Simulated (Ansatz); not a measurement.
# As (model structure, started from the hcp type, P6₃/mmc, No. 194, 2 atoms in the cell): properties by level of theory

| level (code) | lattice parameter a (Å) | c axis length (Å) |
|---|---|---|
| PBE (Ansatz) | 2.986 | 4.986 |
| PBEsol (Ansatz) | 2.942 | 4.901 |
| PBE-D3(BJ) (Ansatz) | 2.941 | 4.899 |
| r²SCAN (Ansatz) | 2.969 | 4.979 |

Ansatz's density-functional and Hartree–Fock values are scalar-relativistic unless marked +SOC, with PAW data made under PBE.

The computed numbers hold no vibrational or temperature effects.

A model structure was made by putting elements into a prototype or built by hand; it is no filed structure, need not be a known phase, and can be a saddle point held by its symmetry.

Ansatz is an electronic-structure program.
